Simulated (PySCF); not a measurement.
Job file and geometry (Å, from GFN2-xTB) of an NMR shielding run on SMILES FCCl, CH2ClF, PySCF 2.14.0, density-fitted response routines, GIAO PBE0/pcSseg-1 NMR shielding, non-relativistic, gas phase; density fitting, a coarse starting grid and PySCF grid level 2 are the driver's defaults:

```
{"job": {"kind": "nmr", "xc": "PBE0", "basis": "pcSseg-1"}, "charge": 0, "multiplicity": 1}
F     -0.764182     1.099656    -0.125307
C     -0.109960    -0.073717     0.008260
Cl     1.644276     0.197935    -0.062884
H     -0.361675    -0.497081     0.984417
H     -0.399836    -0.723940    -0.821671
```

Question: What does the program print?

Answer: 
```
coarse grid: 5040 points
cycle   1  E = -598.9472498428  dE =  2.379e-01  |g| = 4.871e-01  |ddm| = 1.788e+00
cycle   2  E = -598.9041416777  dE =  4.311e-02  |g| = 7.190e-01  |ddm| = 6.712e-01
cycle   3  E = -598.9909299183  dE = -8.679e-02  |g| = 2.975e-02  |ddm| = 3.793e-01
cycle   4  E = -598.9910665895  dE = -1.367e-04  |g| = 1.713e-02  |ddm| = 4.252e-02
cycle   5  E = -598.9911201251  dE = -5.354e-05  |g| = 3.806e-03  |ddm| = 1.771e-02
cycle   6  E = -598.9911230899  dE = -2.965e-06  |g| = 1.175e-03  |ddm| = 3.334e-03
final grid: 45304 points
cycle   7  E = -599.0143716260  dE = -1.848e-05  |g| = 4.878e-03  |ddm| = 9.958e-03
cycle   8  E = -599.0143692748  dE =  2.351e-06  |g| = 6.130e-03  |ddm| = 5.588e-03
cycle   9  E = -599.0143754234  dE = -6.149e-06  |g| = 7.239e-04  |ddm| = 3.096e-03
cycle  10  E = -599.0143754944  dE = -7.101e-08  |g| = 9.055e-05  |ddm| = 5.394e-04
cycle  11  E = -599.0143754958  dE = -1.468e-09  |g| = 2.363e-05  |ddm| = 8.647e-05
cycle  12  E = -599.0143754960  dE = -1.122e-10  |g| = 8.486e-06  |ddm| = 2.436e-05
converged SCF energy = -599.0143754960

GIAO shielding tensors (ppm)
atom      isotropic    diamagn.    paramagn.     s11        s22        s33       span
  0 F      357.431     471.341    -113.910    289.517    323.120    459.655    170.138
  1 C       88.085     240.764    -152.679     45.526     87.194    131.534     86.008
  2 Cl     756.443    1145.696    -389.254    445.074    791.753   1032.501    587.426
  3 H       25.461      27.312      -1.851     20.044     26.046     30.293     10.248
  4 H       25.460      27.306      -1.846     20.044     26.044     30.292     10.248
```

Question: Turn these shieldings into chemical shifts. Shifts are taken against calculated references (same method and geometry level): CFCl3 for ¹⁹F (σ = 170.95 ppm); ¹³C (σ = 186.93 ppm) and ¹H (σ = 31.72 ppm) against TMS; ³⁵Cl (σ = 949.78 ppm) against HCl.

Answer: Averaging equivalent atoms: F 0: -186.5; C 1: 98.8; Cl 2: 193; H 3/4: 6.26 ppm. Unscaled 19F shifts against computed CFCl3 carry errors that often reach 10 to 50 ppm.

Size and cost of the density-fitted run: 68 basis functions, 2.3 s wall time on 1 thread of an x86-64 server CPU, shared host.
